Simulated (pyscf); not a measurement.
Structures and frequencies: ωB97X-D3(BJ)/def2-SVP in PySCF.

Estimate by transition-state theory the rate constant of [O–Ta(F)(F)(F)–F]• + H₂ → HO–Ta(F)(F)(F)–F + H• (doublet surface; H–H broken, H–O formed) at 1200 K, with ωB97M-D3(BJ)/def2-TZVP energies (ideal gas, 1 atm, RRHO with modes under 100 cm⁻¹ raised to 100, one conformer, R ln 2 for chiral ones without a mode under 150 cm⁻¹; no tunnelling).

The electronic barrier is 4.8 kcal/mol and the thermal terms add +27.9, so ΔG‡ = 32.6 kcal/mol. With k_BT/h = 2.50e+13 s⁻¹ and RT = 2.385 kcal/mol, and a volume of 1.64e-19 cm³ per molecule at 1 atm, k = 4.7e-12 cm³ molecule⁻¹ s⁻¹. Wigner's tunnelling factor for 789i cm⁻¹ would be 1.04. A shift of 1 kcal/mol in the barrier changes k by a factor 1.5. One saddle was located; it need not be the lowest between these sides. The angle at the transferred H is 153°. Open-shell species with a d-block atom are single-reference here; other states, and whether the spin sits on metal or ligand, were not checked. Elements past Kr carry the def2 core potentials, without spin-orbit coupling.
